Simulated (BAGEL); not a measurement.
# SiH2F2 (SMILES F[SiH2]F), step by step

We compute a single-point energy (HF/def2-SVP), then the energy (NEVPT2(2,2)/def2-SVP), then a single-point energy (CASPT2(2,2)/def2-SVP) of SiH2F2. 

Program for the calculation: BAGEL 1.2.2.

1 further run of the same task is left out (set aside as unsound or not needed).

## (1) The system as given

SiH2F2 has 5 atoms, charge 0, and is taken as a singlet. SMILES: `F[SiH2]F`. The F1–Si2 distance was set to 3.647 Å, away from the relaxed value. At this shape a bond of the SMILES string is far longer than usual.

Bond lengths: Si2–F3 1.586 Å, Si2–H4 1.474 Å, Si2–H5 1.474 Å. Angles: F3–Si2–H4 108.5°, F3–Si2–H5 108.5°, H4–Si2–H5 114.6°.

## (2) A single-point energy at HF/def2-SVP (density fitting with svp-jkfit) (run 1)

Input file hf.json:

```json
{ "bagel" : [

{
  "title" : "molecule",
  "basis" : "svp",
  "df_basis" : "svp-jkfit",
  "angstrom" : true,
  "geometry" : [
    { "atom" : "F", "xyz" : [   -2.474965,    1.238576,    2.326000 ] },
    { "atom" : "Si", "xyz" : [   -0.005220,   -0.000540,   -0.054090 ] },
    { "atom" : "F", "xyz" : [    1.247630,   -0.520590,    0.766910 ] },
    { "atom" : "H", "xyz" : [   -0.590470,   -1.138740,   -0.786300 ] },
    { "atom" : "H", "xyz" : [    0.427070,    1.121680,   -0.907250 ] }
  ]
},
{
  "title" : "hf"
},
{
  "title" : "print",
  "file" : "orbitals.molden",
  "orbitals" : true
}

]}
```

Launch:

```bash
$ BAGEL_NUM_THREADS=1 BAGEL hf.json > hf.out
```

The log of the run:

```text
* using 1 threads per process

  ===============================================================
  ===============================================================

  *** Geometry ***

  { "atom" : "F", "xyz" : [     -4.677006,      2.340569,      4.395503 ] },
  { "atom" : "Si", "xyz" : [     -0.009864,     -0.001020,     -0.102215 ] },
  { "atom" : "F", "xyz" : [      2.357679,     -0.983773,      1.449250 ] },
  { "atom" : "H", "xyz" : [     -1.115827,     -2.151907,     -1.485892 ] },
  { "atom" : "H", "xyz" : [      0.807045,      2.119668,     -1.714454 ] },

  Number of auxiliary basis functions:      318

  Since a DF basis is specified, we compute 2- and 3-index integrals:
    o Being stored without compression. Storage requirement is 0.008 GB

  Number of basis functions:       56
  Number of electrons      :       34

    * METHOD: MOLECULE                             0.08

  *** RHF ***

  === Nuclear Repulsion ===
    86.3574194996

      * DIIS with orbital gradients will be used.

  === RHF iteration (svp) ===
      0       -488.20145002          0.03072198           0.02
      1       -487.23300696          0.04509740           0.02
      2       -488.42821382          0.01427798           0.02
      3       -488.48616912          0.00733826           0.02
      4       -488.51262077          0.00244103           0.02
      5       -488.52245998          0.00130710           0.02
      6       -488.52639216          0.00057144           0.02
      7       -488.52673260          0.00011923           0.02
      8       -488.52675037          0.00003800           0.02
      9       -488.52675135          0.00001465           0.02
     10       -488.52675146          0.00000451           0.02
     11       -488.52675149          0.00000281           0.02
     12       -488.52675151          0.00000233           0.02
     13       -488.52675153          0.00000163           0.02
     14       -488.52675154          0.00000061           0.02
     15       -488.52675154          0.00000024           0.02
     16       -488.52675154          0.00000007           0.02
     17       -488.52675154          0.00000002           0.02
     18       -488.52675154          0.00000001           0.02
    * SCF iteration converged.

    * Permanent dipole moment:
           (   -2.410141,     1.255819,     3.193814) a.u.

    * METHOD: HF                                   0.43

    * METHOD: PRINT                                0.01

  ===============================================================
```

Wall time 0.64 s (1 thread of Arm Neoverse V1, shared host); peak memory 0.15 GiB.

## (3) The energy at NEVPT2(2,2)/def2-SVP (density fitting with svp-jkfit) (run 2)

Input file job.json:

```json
{ "bagel" : [

{
  "title" : "molecule",
  "basis" : "svp",
  "df_basis" : "svp-jkfit",
  "angstrom" : true,
  "geometry" : [
    { "atom" : "F", "xyz" : [      -2.474965,       1.238576,       2.326000 ] },
    { "atom" : "Si", "xyz" : [      -0.005220,      -0.000540,      -0.054090 ] },
    { "atom" : "F", "xyz" : [       1.247630,      -0.520590,       0.766910 ] },
    { "atom" : "H", "xyz" : [      -0.590470,      -1.138740,      -0.786300 ] },
    { "atom" : "H", "xyz" : [       0.427070,       1.121680,      -0.907250 ] }
  ]
},

{
  "title" : "hf"
},

{
  "title" : "casscf",
  "nstate" : 1,
  "nact" : 2,
  "nclosed" : 16,
  "active" : [17, 18],
  "maxiter" : 200,
  "natocc" : true
},

{
  "title" : "nevpt2",
  "nstate" : 1,
  "nact" : 2,
  "nclosed" : 16,
  "active" : [17, 18],
  "maxiter" : 200,
  "natocc" : true,
  "ncore" : 7
},

{
  "title" : "print",
  "file" : "orbitals.molden",
  "orbitals" : true
}

]}
```

Launch:

```bash
$ BAGEL_NUM_THREADS=1 BAGEL job.json > job.out
```

The log of the run:

```text
* using 1 threads per process

  ===============================================================
  ===============================================================

  *** Geometry ***

  { "atom" : "F", "xyz" : [     -4.677006,      2.340569,      4.395503 ] },
  { "atom" : "Si", "xyz" : [     -0.009864,     -0.001020,     -0.102215 ] },
  { "atom" : "F", "xyz" : [      2.357679,     -0.983773,      1.449250 ] },
  { "atom" : "H", "xyz" : [     -1.115827,     -2.151907,     -1.485892 ] },
  { "atom" : "H", "xyz" : [      0.807045,      2.119668,     -1.714454 ] },

  Number of auxiliary basis functions:      318

  Since a DF basis is specified, we compute 2- and 3-index integrals:
    o Being stored without compression. Storage requirement is 0.008 GB

  Number of basis functions:       56
  Number of electrons      :       34

    * METHOD: MOLECULE                             0.08

  *** RHF ***

  === Nuclear Repulsion ===
    86.3574194996

      * DIIS with orbital gradients will be used.

  === RHF iteration (svp) ===
      0       -488.20145002          0.03072198           0.02
      1       -487.23300696          0.04509740           0.02
      2       -488.42821382          0.01427798           0.02
      3       -488.48616912          0.00733826           0.02
      4       -488.51262077          0.00244103           0.02
      5       -488.52245998          0.00130710           0.02
[... 11 lines of this table left out ...]
     17       -488.52675154          0.00000002           0.02
     18       -488.52675154          0.00000001           0.02
    * SCF iteration converged.

    * Permanent dipole moment:
           (   -2.410141,     1.255819,     3.193814) a.u.

    * METHOD: HF                                   0.42

  ---------------------------
      CASSCF calculation
  ---------------------------

    ==== Active orbitals : =====
         Orbital 17
         Orbital 18
    ============================

    * nstate   :      1
    * nclosed  :     16
    * nact     :      2
    * nvirt    :     38
  === CASSCF iteration (svp) ===

    * Using the second-order algorithm

      0  0      -488.58714863     3.40e-02      0.01

      1  0      -488.64516976     4.04e-03      0.14

      2  0      -488.64707843     1.19e-03      0.13

[... 17 lines of this table left out ...]

     12  0      -488.64727779     6.93e-09      0.08

    * Second-order optimization converged. *

     guess   0:   closed 1.                   open ..

  === FCI iteration ===

      0  0      -488.44937450     1.42e-01      0.00
      1  0      -488.61180216     4.99e-02      0.00
      2  0 *    -488.64727779     3.08e-16      0.00

     * ci vector, state   0, <S^2> = 0.0000
       2.     0.7868351599
       .2    -0.6171632127

    * METHOD: CASSCF                               1.55

    * freezing 7 orbitals

  === DF-NEVPT2 calculation ===

    * 3-index integral transformation done
    * assembly done

      NEVPT2 correlation energy:   -0.4142396021      0.05

          (+0)     -0.3358766045
          (+0)'    -0.0119035137
          (+1)     -0.0175278897
          (+1)'    -0.0000000000
          (+2)     -0.0000787988
          (-1)     -0.0486755277
          (-1)'     0.0000000000
          (-2)     -0.0001772677

      NEVPT2 total energy:       -489.0615173923

    * METHOD: NEVPT2                               0.09

    * METHOD: PRINT                                0.01

  ===============================================================
```

Run time: 2.3 s. Hardware: 1 thread of Arm Neoverse V1, shared host; peak memory 0.15 GiB.

## (4) The energy at CASPT2(2,2)/def2-SVP (density fitting with svp-jkfit) (run 3)

Input file caspt2.json:

```json
{ "bagel": [

{
  "title": "molecule",
  "basis": "svp",
  "df_basis": "svp-jkfit",
  "angstrom": "true",
  "geometry": [
    { "atom": "F", "xyz": [   -2.474965,    1.238576,    2.326000 ] },
    { "atom": "Si", "xyz": [   -0.005220,   -0.000540,   -0.054090 ] },
    { "atom": "F", "xyz": [    1.247630,   -0.520590,    0.766910 ] },
    { "atom": "H", "xyz": [   -0.590470,   -1.138740,   -0.786300 ] },
    { "atom": "H", "xyz": [    0.427070,    1.121680,   -0.907250 ] }
  ]
},
{ "title": "hf" },
{ "title": "casscf", "nstate": 1, "nact": 2, "nclosed": 16, "active": [17, 18], "maxiter": 200, "natocc": "true" },
{ "title": "print", "file": "orbitals.molden", "orbitals": "true" },
{ "title": "smith", "method": "caspt2", "ms": "true", "xms": "true", "sssr": "true", "shift": 0.2, "shift_imag": "true", "ncore": 7 }

]}
```

Launch:

```bash
$ BAGEL_NUM_THREADS=1 BAGEL caspt2.json > caspt2.out
```

The log of the run:

```text
* using 1 threads per process

  ===============================================================
  ===============================================================

  *** Geometry ***

  { "atom" : "F", "xyz" : [     -4.677006,      2.340569,      4.395503 ] },
  { "atom" : "Si", "xyz" : [     -0.009864,     -0.001020,     -0.102215 ] },
  { "atom" : "F", "xyz" : [      2.357679,     -0.983773,      1.449250 ] },
  { "atom" : "H", "xyz" : [     -1.115827,     -2.151907,     -1.485892 ] },
  { "atom" : "H", "xyz" : [      0.807045,      2.119668,     -1.714454 ] },

  Number of auxiliary basis functions:      318

  Since a DF basis is specified, we compute 2- and 3-index integrals:
    o Being stored without compression. Storage requirement is 0.008 GB

  Number of basis functions:       56
  Number of electrons      :       34

    * METHOD: MOLECULE                             0.08

  *** RHF ***

  === Nuclear Repulsion ===
    86.3574194996

      * DIIS with orbital gradients will be used.

[... 6 lines left out ...]
    * SCF iteration converged.
[... 1 line left out ...]
    * Permanent dipole moment:
[... 27 lines left out ...]
    * Second-order optimization converged. *
[... 9 lines left out ...]
     * ci vector, state   0, <S^2> = 0.0000
[... 16 lines left out ...]
    * Zeroth order energy : state  0       -0.5171667754

    * CASPT2 iteration is performed using orthogonal basis

      -------------------------------------------  CASPT2 iteration  ---------------------------------------------------
       #      aibj      arbs      arbi      airj      risj      airs      arst      rist         Etot      error   time
      ------------------------------------------------------------------------------------------------------------------

       0  -0.33507  -0.00021  -0.05287  -0.01912  -0.00013  -0.01210  -0.00000   0.00000   -0.4195019  0.0007474   0.03
       1  -0.33508  -0.00021  -0.05292  -0.01913  -0.00014  -0.01214  -0.00000  -0.00000   -0.4196126  0.0000553   0.02
       2  -0.33508  -0.00021  -0.05292  -0.01913  -0.00014  -0.01214  -0.00000  -0.00000   -0.4196134  0.0000056   0.02
       3  -0.33508  -0.00021  -0.05292  -0.01913  -0.00014  -0.01214  -0.00000  -0.00000   -0.4196134  0.0000006   0.02

      ------------------------------------------------------------------------------------------------------------------

    * CASPT2 energy : state  0     -489.0682108614
        w/o shift correction       -489.0668912327
        reference weight              0.9069470919

    * METHOD: SMITH                                0.16

  ===============================================================
```

Wall time 2.4 s (1 thread of Arm Neoverse V1, shared host); peak memory 0.15 GiB.

## (5) Outcome

| quantity | value |
| --- | --- |
| run 1, HF/def2-SVP: total energy | -488.52675 Eh |
| run 1, HF/def2-SVP: dipole moment | 10.66 D |
| run 1, HF/def2-SVP: HOMO energy | -9.06 eV |
| run 1, HF/def2-SVP: LUMO energy | -2.68 eV |
| run 1, HF/def2-SVP: HOMO–LUMO gap | 6.38 eV |
| run 2, NEVPT2(2,2)/def2-SVP: total energy | -489.06152 Eh |
| run 3, CASPT2(2,2)/def2-SVP: total energy | -489.06821 Eh |

What this shows: One bond (run 1, HF/def2-SVP) is far stretched, which a spin-restricted single reference describes badly; a broken-symmetry solution may lie lower.
